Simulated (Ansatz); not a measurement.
Saddle point of CH$_{8}$SSi, closed shell (SiH₄S ([SiH3][SH]) + CH₄ → CH₆Si ([CH3][SiH3]) + H₂S; bonds formed: Si1–C7, S2–H6; bonds broken: Si1–S2, H6–C7), PBE0-D4/def2-TZVP structure:

```
11
angstrom
Si -0.1270 0.0534 -1.0680
S 1.3330 -1.7350 0.0000
H 1.1258 0.6183 -1.6168
H -1.1014 1.1757 -1.3150
H -0.8207 -1.1072 -1.6677
H 0.1825 -0.4903 0.6085
C -0.6163 0.4641 0.9861
H 2.3630 -0.9251 0.2976
H -1.6930 0.3612 0.8628
H -0.3454 0.0792 1.9775
H -0.3005 1.5058 0.9350
```

Energies are electronic, without zero-point energy. Barriers and step energies count from the start structure reached by relaxing down the imaginary mode; all methods use the PBE0-D4 structures, on which another method's saddle can fall below an end. Ansatz 0.2.0; basis: def2-TZVPP, with def2-QZVPP for the basis limit; cores frozen in the correlated methods. B3LYP uses VWN-RPA correlation. Extrapolation: Hartree–Fock as exp(−7.88 √X), correlation as X^−2.97.

```json
{"method": "SPW92", "barrier (eV)": "?", "step energy (eV)": "0.535"}
{"method": "PBE-D4", "barrier (eV)": "?", "step energy (eV)": "0.607"}
{"method": "BLYP-D4", "barrier (eV)": "2.890", "step energy (eV)": "0.598"}
{"method": "r2SCAN-D4", "barrier (eV)": "2.820", "step energy (eV)": "0.627"}
{"method": "B97M-V", "barrier (eV)": "3.022", "step energy (eV)": "0.607"}
{"method": "PBE0-D4", "barrier (eV)": "?", "step energy (eV)": "0.611"}
{"method": "B3LYP-D4", "barrier (eV)": "3.033", "step energy (eV)": "0.602"}
{"method": "r2SCAN0-D4", "barrier (eV)": "2.942", "step energy (eV)": "0.624"}
{"method": "BHLYP-D4", "barrier (eV)": "3.271", "step energy (eV)": "0.611"}
{"method": "CAM-B3LYP-D4", "barrier (eV)": "3.131", "step energy (eV)": "0.574"}
{"method": "wB97X-V", "barrier (eV)": "3.107", "step energy (eV)": "0.587"}
{"method": "wB97M-V", "barrier (eV)": "3.031", "step energy (eV)": "0.577"}
{"method": "B2PLYP", "barrier (eV)": "3.131", "step energy (eV)": "0.616"}
{"method": "PBE-QIDH", "barrier (eV)": "3.006", "step energy (eV)": "0.620"}
{"method": "RPA on PBE", "barrier (eV)": "3.126", "step energy (eV)": "0.555"}
{"method": "HF", "barrier (eV)": "3.900", "step energy (eV)": "0.641"}
{"method": "MP2", "barrier (eV)": "3.044", "step energy (eV)": "0.616"}
{"method": "CCSD", "barrier (eV)": "3.257", "step energy (eV)": "0.576"}
{"method": "CCSD(T)", "barrier (eV)": "3.124", "step energy (eV)": "0.579"}
```

Question: Fill in the withheld barriers. (An estimate is asked for; the value comes from the calculation.)

Answer: The calculation gives: PBE0-D4 2.837; SPW92 2.295; PBE-D4 2.645 eV. Each is the energy of the saddle less that of the start structure, by the same method.

For comparison, the barrier by CCSD(T) at an estimated basis limit (MP2 extrapolated from triple and quadruple zeta, plus CCSD(T) − MP2 in triple zeta) is 3.073 eV.

No T1 diagnostic of these runs exceeds 0.012.

Labels in which every atom is bracketed show which atoms are joined, not bond orders.

For scale, one of the runs: CCSD(T)/def2-TZVPP, 227 basis functions, launched by `ansatz run in.yaml --threads 4 --pin off --events-out ev --progress --plain --max-ram 9574MiB`. Time: 53 s of wall clock on 4 CPU threads of an Arm Neoverse V2; the host was shared. Peak host memory: 3.5 GiB.
